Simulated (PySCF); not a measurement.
3-fluoropropan-1-amine, C3H8FN, SMILES NCCCF, point group Cs.

Force field and properties: B3LYP/pcSseg-1 (PySCF, grid level 2). Vibrational terms come from second-order perturbation theory with semi-diagonal cubic constants, by steps of ±0.6 along the normal coordinates of each isotopologue. The parent has the commonest isotopes.

Equilibrium geometry (Å):

```json
{"atom": "N1", "x": "-2.1542", "y": "-0.0084", "z": "0.1769"}
{"atom": "C2", "x": "-0.7601", "y": "0.0144", "z": "0.6148"}
{"atom": "C3", "x": "0.2958", "y": "-0.0134", "z": "-0.5024"}
{"atom": "C4", "x": "1.7199", "y": "0.0117", "z": "0.0189"}
{"atom": "F5", "x": "2.6204", "y": "-0.0147", "z": "-1.0509"}
{"atom": "H6", "x": "-2.3357", "y": "-0.8405", "z": "-0.3823"}
{"atom": "H7", "x": "-2.3477", "y": "0.7874", "z": "-0.4293"}
{"atom": "H8", "x": "-0.6203", "y": "0.9111", "z": "1.2333"}
{"atom": "H9", "x": "-0.6089", "y": "-0.8405", "z": "1.2876"}
{"atom": "H10", "x": "0.1628", "y": "-0.9153", "z": "-1.1152"}
{"atom": "H11", "x": "0.1518", "y": "0.8472", "z": "-1.1697"}
{"atom": "H12", "x": "1.9353", "y": "-0.8596", "z": "0.6506"}
{"atom": "H13", "x": "1.9235", "y": "0.9225", "z": "0.5967"}
```

Give the equilibrium and ground-state rotational constants (MHz) of parent; ¹³C at 3.


```
 species     Ae      Be      Ce     A0      B0      C0  Δ0 (u Å²)  harmonic ZPE (cm⁻¹)
  parent  20054  1913.9  1823.5  19842    1898  1808.9    -12.355                24994
¹³C at 3  19970  1913.9  1822.7  19757  1898.1  1808.3    -12.358                24948
```

Δ0 = Ic − Ia − Ib from the ground-state constants.

How is the parent's vibrational correction B0 − Be made up?


| axis | harmonic | Coriolis | cubic | total (MHz) |
| --- | --- | --- | --- | --- |
| a | 44.2 | -160 | -96.5 | -212 |
| b | 1.19 | -1.46 | -15.6 | -15.9 |
| c | 0.848 | -0.762 | -14.7 | -14.6 |

And its quartic centrifugal distortion constants from the harmonic force field?

Asymmetric top, A reduction, Ir representation: ΔJ = 0.186 kHz, ΔJK = -2.34 kHz, ΔK = 90.6 kHz, δJ = 0.0147 kHz, δK = 0.135 kHz.

Which nuclear quadrupole couplings χaa, χbb, χcc (MHz) does the parent show, at equilibrium and averaged?

14N at 1: -2.0, -0.4, 2.5 and -1.8, -0.4, 2.3.

A mode lies under 250 cm⁻¹, where this perturbation treatment is rough. Internal rotors are held in one well.
